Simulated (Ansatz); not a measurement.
Species: CHO, charge -1, multiplicity 1. It need not be the lowest isomer of its formula. Whether it binds its extra electron was not tested at this geometry. 
Geometry from a B3LYP-D3(BJ)/def2-TZVP (Ansatz, a quantum-chemistry and plane-wave program) optimisation:
```xyz
3

O      0.0138    -0.0021     0.6072
C     -0.0215     0.1626    -0.6116
H      0.0184    -0.9591    -1.1879
```
Charge -1, spin multiplicity 1.

Basis-set convergence of Hartree-Fock and CCSD(T) correlation energies (hartree) with Ansatz. Valence correlation only, unless marked. No spin-orbit coupling. Non-relativistic.

| basis | functions | E(HF) | E(corr, CCSD(T)) | rough core time |
|---|---|---|---|---|
| aug-cc-pVDZ | 55 | -113.23662 | -0.36864 | under 20 s |
| aug-cc-pVTZ | 115 | -113.26218 | -0.43762 | under 20 s |
| aug-cc-pVQZ | 206 | -113.26931 | -0.45978 | 50 s |

Extrapolating the two largest sets (X = 3 and 4) as X^-3: E(corr) = (64·(-0.45978) - 27·(-0.43762))/37 = -0.4760 Eh, an estimate of the basis-set limit. The largest set recovers 96.6 % of it, the smallest 77.5 %.
